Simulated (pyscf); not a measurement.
Structures and frequencies: ωB97X-D3(BJ)/def2-SVP in PySCF.

Estimate the classical barrier height and the reaction energy of H₂N–SiH: [singlet] + H atom (H•) -> [HN=SiH]• + hydrogen (H₂) at r²SCAN/def2-TZVP. The step runs on the doublet surface, breaks H–N and forms H–H; take the separated reactants as zero.

ΔE‡ = 1.8 kcal/mol, ΔE = -13.0 kcal/mol. ωB97M-D3(BJ)/def2-TZVP gives 13.0 kcal/mol and -4.5 kcal/mol. Zero-point energy shifts the barrier by -1.8 kcal/mol. It is a hydrogen abstraction, with an imaginary mode of 1805i cm⁻¹. This is the saddle that the search found; another between the same sides may lie lower. The angle at the transferred H is 174°.
